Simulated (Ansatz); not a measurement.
Gas-phase electronic energies from Ansatz, PBE0-D4/def2-TZVP geometries. CCSD(T)/CBS adds triple-zeta CCSD(T) − MP2 to the extrapolated MP2 energy (def2 sets, frozen cores). Each species was taken in one conformer, which may not be the lowest.

`CC(C)(C)C(=O)O` → `CC(=O)OC(C)C`  (isomerisation)

```json
{"species": "`CC(C)(C)C(=O)O`", "MP2/def2-TZVPP energy (Eh)": "-346.38430"}
{"species": "`CC(=O)OC(C)C`", "MP2/def2-TZVPP energy (Eh)": "-346.37085"}
```

Question: Work out ΔE.

Answer: ΔE = (-346.37085) − (-346.38430) = 0.01345 Eh = +35.3 kJ/mol. CCSD(T)/CBS gives +27.9 kJ/mol.

Largest T1 diagnostic among the species: 0.013.

From BLYP to BHLYP (50 % exact exchange), in def2-TZVPP and without D4, ΔE moves by +7.3 kJ/mol. Leaving LDA and LC-ωPBE aside and taking each functional with its dispersion term where it has one, the values, not all of them listed here, spread over 12.1 kJ/mol, from BLYP-D4 to PBE-QIDH. LDA lies +8.0 kJ/mol from PBE without D4. The D4 term adds +7.5 kJ/mol with B3LYP and +3.9 kJ/mol with PBE0; it sums over pairs of atoms, weighted by their polarisabilities, and B3LYP, whose exchange is more repulsive, gets the larger term.

B3LYP here is the variant with VWN-RPA as its local correlation; programs differ in this.
